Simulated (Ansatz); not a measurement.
Molecule (SMILES): [O]O (O-OH), doublet.
Atoms: O1, O2, H3. Bonds: O1-O2, O2-H3.

Basis-set convergence of the harmonic zero-point energy at HF with Ansatz (a first-principles code). Each level at its own minimum, finite differences of forces, unscaled; the reference is a large set that could be run, not a limit. All functions are spherical. The program fits the integrals of some runs and decomposes those of others, by size. Open shells are unrestricted. No added dispersion term, no relativity. Reference: the value in def2-QZVPPD, 9.91 kcal/mol.

```json
[
 {"basis": "STO-3G", "functions": "11", "harmonic zero-point energy (kcal/mol)": "[?]"},
 {"basis": "3-21G", "functions": "20", "harmonic zero-point energy (kcal/mol)": "[?]"},
 {"basis": "def2-SV(P)", "functions": "30", "harmonic zero-point energy (kcal/mol)": "[?]"},
 {"basis": "def2-SVP", "functions": "33", "harmonic zero-point energy (kcal/mol)": "9.94"},
 {"basis": "pcseg-1", "functions": "33", "harmonic zero-point energy (kcal/mol)": "[?]"},
 {"basis": "6-311G**", "functions": "42", "harmonic zero-point energy (kcal/mol)": "9.94"},
 {"basis": "def2-SVPD", "functions": "54", "harmonic zero-point energy (kcal/mol)": "9.95"},
 {"basis": "aug-pcseg-1", "functions": "55", "harmonic zero-point energy (kcal/mol)": "9.86"},
 {"basis": "pcseg-2", "functions": "74", "harmonic zero-point energy (kcal/mol)": "9.90"},
 {"basis": "def2-TZVPP", "functions": "76", "harmonic zero-point energy (kcal/mol)": "9.91"},
 {"basis": "aug-cc-pVTZ", "functions": "115", "harmonic zero-point energy (kcal/mol)": "9.88"},
 {"basis": "def2-QZVPP", "functions": "144", "harmonic zero-point energy (kcal/mol)": "9.91"},
 {"basis": "pcseg-3", "functions": "153", "harmonic zero-point energy (kcal/mol)": "9.90"}
]
```

Task: Fill in the missing entries.

Result: 
- STO-3G, harmonic zero-point energy (kcal/mol): 10.33
- 3-21G, harmonic zero-point energy (kcal/mol): 8.70
- def2-SV(P), harmonic zero-point energy (kcal/mol): 9.78
- pcseg-1, harmonic zero-point energy (kcal/mol): 9.81
